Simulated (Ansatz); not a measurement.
**Zinc, hcp: convergence with the plane-wave cutoff**

Computed with Ansatz, PBE, scalar-relativistic PAW, on the relaxed cell (a = 2.656 Å, c = 4.962 Å (c/a = 1.869); spin not included). Errors count from a run at 420 eV on a Γ-centred 22×22×11 mesh with Fermi-Dirac smearing of 0.1 eV, extrapolated to zero width. Fixed here: mesh 14×14×7, Fermi-Dirac width 0.1 eV. The pressure holds a Pulay correction and is unreliable far below the recommended cutoff. The SCF starts from atomic densities corrected by a trained network.

```tsv
cutoff (eV)	E(σ→0) error (meV/atom)	P (GPa)	SCF iterations
150	30859.8	21.08	9
200	6619.3	-1.92	6
250	1152.6	4.16	6
300	117.3	0.98	6
420	5.0	0.15	6
500	3.3	0.15	8
600	3.1	0.14	6
800	3.1	0.14	6
```

What does the run at 350 give (cutoff)?

E(σ→0) error (meV/atom): 11.7; P (GPa): 0.33; SCF iterations: 6.

Within 5 meV/atom of the last row: from 420 eV on.
